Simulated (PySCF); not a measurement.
C2H2F2.
Bonds: C1–C2 (double), C2–F3, C2–F4. Hydrogens: H5, H6 on C1.

The calculation used core-valence-separated Tamm–Dancoff BHandHLYP/aug-pcX-1 (pcseg-1 on H) in PySCF, non-relativistic, gas phase, PBE0-D3(BJ)/def2-SVP geometry.

Computed carbon K-edge spectrum, Gaussian lines of 0.8 eV full width, highest printed point 100; it ends one width below the last computed root. No empirical shift is added; at this level the pattern usually sits a few eV under experiment.

(photon energy (eV), absorption): (282.4, 1), (282.6, 3), (282.8, 11), (283.0, 25), (283.2, 43), (283.4, 52), (283.6, 44), (283.8, 27), (284.0, 11), (284.2, 3), (284.4, 1), (284.6, 0), (284.8, 0), (285.0, 0), (285.2, 0), (285.4, 2), (285.6, 5), (285.8, 12), (286.0, 23), (286.2, 36), (286.4, 52), (286.6, 71), (286.8, 91), (287.0, 100), (287.2, 87), (287.4, 59), (287.6, 34), (287.8, 18), (288.0, 12), (288.2, 10), (288.4, 10), (288.6, 8), (288.8, 8), (289.0, 7), (289.2, 5), (289.4, 4), (289.6, 4)

**Question.** Where are the maxima, and which lines make them up?

**Answer.** 2 maxima:
- 283.4 eV: C1 (terminal =CH2 carbon), 283.41 eV, f = 0.051, 1s→π*, 100 % of the height at the exact maximum
- 287.0 eV: C2 (=CF2 carbon), 286.99 eV, f = 0.082, 1s→π*, 83 % of the height at the exact maximum

Further lines of some strength in the range: C1, 286.38 eV, f = 0.029; C1, 287.18 eV, f = 0.008; C1, 287.48 eV, f = 0.013; C1, 288.24 eV, f = 0.008.

Roots within 0.03 eV on the same or equivalent atoms count as one line; shares under 12 % aren't listed.

Vibrational structure and lifetime widths aren't in the curve. The ionisation threshold wasn't computed; near and above it a finite basis only mimics Rydberg series and continuum.

Time: 6.8 s wall; peak memory 0.50 GiB. Hardware: one thread, Arm Neoverse N1 (aarch64), no GPU, shared host with 64 logical CPUs at a one-minute load of 57.
